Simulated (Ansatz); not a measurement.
Run this with Ansatz 0.2.0 through its Python package and show what comes out.

Script `run_methods.py`:
```python
"""Al2ClH3 at several levels of theory."""

from pathlib import Path

import ansatz as az
import numpy as np

geometry_ang = [
    ("Al", [-0.8272, 0.1924, -0.9255]),
    ("Al", [0.8079, -0.3858, 0.7812]),
    ("Cl", [1.3052, 1.0529, 2.366]),
    ("H", [-1.1829, -0.7871, -2.0957]),
    ("H", [-1.5746, 1.6642, -0.9023]),
    ("H", [1.5137, -1.8007, 0.7301]),
]
al2clh3 = az.Crystal.molecule()
for symbol, xyz in geometry_ang:
    al2clh3 = al2clh3.atom(symbol, xyz)

setup = al2clh3.calculation().basis(gaussian="cc-pVDZ")

print("functional    E (Ha)        dipole (D)   HOMO (eV)  LUMO (eV)")
for name in ["lc_wpbe", "hse06", "r2scan", "hf"]:
    r = setup.functional(name).forces().orbitals().run(threads=1, backend="cpu", runs_dir="runs").report
    lines = Path(r["orbitals_path"]).read_text().splitlines()
    field_of = lambda key: [line.split("=")[1].strip() for line in lines if line.startswith(key)]
    orbitals = [(27.211386 * float(e), s, float(n)) for e, s, n in zip(field_of("Ene="), field_of("Spin="), field_of("Occup="))]
    homo = max(e for e, _, n in orbitals if n > 0.5)
    lumo = min(e for e, _, n in orbitals if n < 0.5)
    dipole = 4.803205 * np.linalg.norm(r["charge_distribution"]["dipole_moment_e_ang"])
    print(f"{name:10s} {r['free_energy_ev'] / 27.211386246:14.6f} {dipole:9.3f} {homo:11.3f} {lumo:10.3f}")
```

Output of `python run_methods.py`:
```text
functional    E (Ha)        dipole (D)   HOMO (eV)  LUMO (eV)
lc_wpbe       -946.587149     1.887      -9.820     -1.195
hse06         -946.482998     1.749      -6.889     -3.572
r2scan        -946.795646     1.672      -6.449     -3.771
hf            -945.123454     2.017      -9.797     -0.471
```

Total energies depend on the basis set; only differences at equal settings carry meaning. The geometry is a force-field or estimated start, not a minimum of this method, and the basis set is short of its limit. A lower total doesn't mark the better method: functionals have no common bound, and MP2 and coupled cluster aren't variational. Levels such as HOMO and LUMO are orbital energies: with these approximate functionals they aren't the ionisation energy and electron affinity, and their gap isn't the fundamental gap. For Al to Cl the sets with a tight d function, cc-pV(X+d)Z, are usual. hse06 follows the composition of plane-wave codes, whose totals differ by tens of mHa, up to about 0.1 Ha, from the form usual in Gaussian-basis programs (wpbeh). Wall time of the script: 17 s on 1 thread of Arm Neoverse N1, with other jobs on the host, peak memory 0.21 GiB.
